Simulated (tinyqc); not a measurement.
Worked calculation: Hueckel theory of the pi electrons, for the molecule C=CC=C (SMILES; centres numbered as the heavy atoms are written). One step of it, computed by the program tinyqc.

Question. Energy, charges, bond orders. E = sum n x; q_r = z_r - P_rr; bond order p = P_rs; free valence = sqrt(3) - sum of p over the bonds of the atom.

x values: [1.618034, 0.618034, -0.618034, -1.618034]

occupations: [2.000000, 2.000000, 0.000000, 0.000000]

charge and bond-order matrix P, order 1C, 2C, 3C, 4C:
$$\begin{pmatrix}
1.000000 & 0.894427 & 0.000000 & -0.447214 \\
0.894427 & 1.000000 & 0.447214 & 0.000000 \\
0.000000 & 0.447214 & 1.000000 & 0.894427 \\
-0.447214 & 0.000000 & 0.894427 & 1.000000
\end{pmatrix}$$

Centres:
```
centre  z_r, pi electrons of the neutral centre         h
1C                                            1  0.000000
2C                                            1  0.000000
3C                                            1  0.000000
4C                                            1  0.000000
```

Bonds:
```
i  j  k
1  2  1
2  3  1
3  4  1
```

Give: pi energy = 4 alpha + this times beta; pi charges; Bond orders and lengths from R = 1.517 - 0.180 p; free valence of the carbons; gap between the highest filled and the next level.

Answer.

pi energy = 4 alpha + this times beta = 4.4721

pi charges: 1C 0.0000, 2C 0.0000, 3C 0.0000, 4C 0.0000

Bond orders and lengths from R = 1.517 - 0.180 p (angstrom, C-C alone):
```
bond       p       R
1-2   0.8944  1.3560
2-3   0.4472  1.4365
3-4   0.8944  1.3560
```

free valence of the carbons: 1C 0.8376, 2C 0.3904, 3C 0.3904, 4C 0.8376

gap between the highest filled and the next level = 1.2361 |beta|
